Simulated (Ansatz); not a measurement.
Born–Oppenheimer molecular dynamics of H4Si (5 atoms, charge 0, multiplicity 1). It starts from a relaxed structure.

All numbers below come from RKS B3LYP-D4/def2-SVP in Ansatz.

| Property | Result |
| --- | --- |
| ensemble | NVE (velocity Verlet) |
| time step | 0.25 fs |
| steps asked | 250 |
| starting velocities drawn for | 1000 K |
| masses | H 10 u |
| seed | 822117 |

Frames 2.5 fs apart, positions in Å, forces in eV/Å.

Velocities at 20.0 fs (Å/ps):

```
Si 2.12 2.13 2.47
H -5.01 0.40 2.17
H 4.07 -1.42 -6.78
H -1.84 3.44 0.41
H -3.19 -8.41 -2.74
```

```xyz
5
Properties=species:S:1:pos:R:3:forces:R:3 time_fs=20.0 energy_less_start_eV=0.263 T=322
Si 0.074 0.018 0.034 -0.99 -0.51 -0.54
H -0.226 0.017 1.492 0.86 -0.05 0.22
H 1.378 -0.059 -0.697 0.22 0.24 0.70
H -0.710 1.175 -0.420 -0.01 0.46 -0.34
H -0.647 -1.183 -0.469 -0.08 -0.14 -0.05
5
Properties=species:S:1:pos:R:3:forces:R:3 time_fs=22.5 energy_less_start_eV=0.292 T=248
Si 0.078 0.023 0.040 -1.16 -0.79 -0.87
H -0.236 0.018 1.498 0.90 -0.05 0.16
H 1.388 -0.062 -0.711 0.00 0.27 0.85
H -0.714 1.185 -0.420 0.10 0.30 -0.28
H -0.655 -1.204 -0.476 0.16 0.28 0.13
5
Properties=species:S:1:pos:R:3:forces:R:3 time_fs=25.0 energy_less_start_eV=0.323 T=168
Si 0.080 0.026 0.043 -1.27 -0.95 -1.10
H -0.240 0.018 1.506 0.92 -0.05 0.08
H 1.399 -0.063 -0.721 -0.20 0.28 0.97
H -0.718 1.197 -0.422 0.21 0.12 -0.21
H -0.662 -1.224 -0.482 0.33 0.60 0.26
5
Properties=species:S:1:pos:R:3:forces:R:3 time_fs=27.5 energy_less_start_eV=0.343 T=116
Si 0.079 0.027 0.044 -1.31 -0.99 -1.22
H -0.239 0.018 1.513 0.92 -0.05 -0.03
H 1.408 -0.063 -0.725 -0.35 0.28 1.04
H -0.721 1.209 -0.425 0.30 -0.05 -0.14
H -0.668 -1.240 -0.486 0.43 0.80 0.34
5
Properties=species:S:1:pos:R:3:forces:R:3 time_fs=30.0 energy_less_start_eV=0.342 T=118
Si 0.075 0.025 0.043 -1.29 -0.94 -1.21
H -0.232 0.018 1.520 0.91 -0.05 -0.15
H 1.416 -0.061 -0.722 -0.47 0.28 1.07
H -0.722 1.221 -0.429 0.37 -0.19 -0.08
H -0.670 -1.250 -0.489 0.47 0.90 0.37
5
Properties=species:S:1:pos:R:3:forces:R:3 time_fs=32.5 energy_less_start_eV=0.316 T=185
Si 0.068 0.022 0.039 -1.19 -0.81 -1.10
H -0.220 0.018 1.527 0.87 -0.05 -0.28
H 1.420 -0.057 -0.713 -0.53 0.26 1.05
H -0.720 1.232 -0.433 0.40 -0.31 -0.04
H -0.670 -1.256 -0.489 0.45 0.90 0.36
5
Properties=species:S:1:pos:R:3:forces:R:3 time_fs=35.0 energy_less_start_eV=0.267 T=311
Si 0.059 0.017 0.033 -1.02 -0.60 -0.88
H -0.203 0.018 1.532 0.81 -0.05 -0.40
H 1.422 -0.051 -0.698 -0.55 0.23 0.99
H -0.717 1.241 -0.437 0.39 -0.40 -0.02
H -0.667 -1.256 -0.487 0.36 0.81 0.30
5
Properties=species:S:1:pos:R:3:forces:R:3 time_fs=37.5 energy_less_start_eV=0.205 T=473
Si 0.048 0.011 0.025 -0.78 -0.31 -0.57
H -0.180 0.017 1.534 0.73 -0.05 -0.50
H 1.420 -0.044 -0.677 -0.52 0.20 0.88
H -0.710 1.248 -0.442 0.35 -0.44 -0.01
H -0.662 -1.252 -0.483 0.22 0.61 0.20
5
Properties=species:S:1:pos:R:3:forces:R:3 time_fs=40.0 energy_less_start_eV=0.142 T=634
Si 0.035 0.004 0.016 -0.47 0.03 -0.20
H -0.154 0.016 1.533 0.62 -0.06 -0.58
H 1.415 -0.036 -0.650 -0.44 0.15 0.74
H -0.702 1.252 -0.447 0.27 -0.44 -0.02
H -0.655 -1.244 -0.479 0.02 0.31 0.06
5
Properties=species:S:1:pos:R:3:forces:R:3 time_fs=42.5 energy_less_start_eV=0.093 T=759
Si 0.021 -0.002 0.006 -0.12 0.42 0.20
H -0.123 0.014 1.529 0.49 -0.06 -0.61
H 1.407 -0.028 -0.619 -0.32 0.11 0.56
H -0.692 1.253 -0.451 0.17 -0.40 -0.04
H -0.649 -1.234 -0.473 -0.21 -0.07 -0.11
5
Properties=species:S:1:pos:R:3:forces:R:3 time_fs=45.0 energy_less_start_eV=0.067 T=828
Si 0.007 -0.008 -0.003 0.23 0.78 0.58
H -0.090 0.012 1.521 0.34 -0.06 -0.59
H 1.397 -0.018 -0.585 -0.16 0.06 0.37
H -0.682 1.252 -0.456 0.04 -0.31 -0.08
H -0.643 -1.224 -0.469 -0.45 -0.47 -0.28
5
Properties=species:S:1:pos:R:3:forces:R:3 time_fs=47.5 energy_less_start_eV=0.061 T=843
Si -0.007 -0.012 -0.011 0.53 1.04 0.88
H -0.055 0.010 1.510 0.19 -0.06 -0.50
H 1.387 -0.008 -0.548 0.03 0.01 0.17
H -0.671 1.250 -0.462 -0.10 -0.18 -0.12
H -0.641 -1.217 -0.466 -0.65 -0.81 -0.42
```

Of the whole run (62 fs, mean temperature of the second half 640 K): The conserved energy stayed within 0.0086 meV per atom of its start (net change 0.0046 meV per atom), so the integration is sound. A run of 0.062 ps of so small a system gives no equilibrium averages.

The run took 2 min on 1 thread of Arm Neoverse V1, with other jobs on the host, peak memory 0.078 GiB.
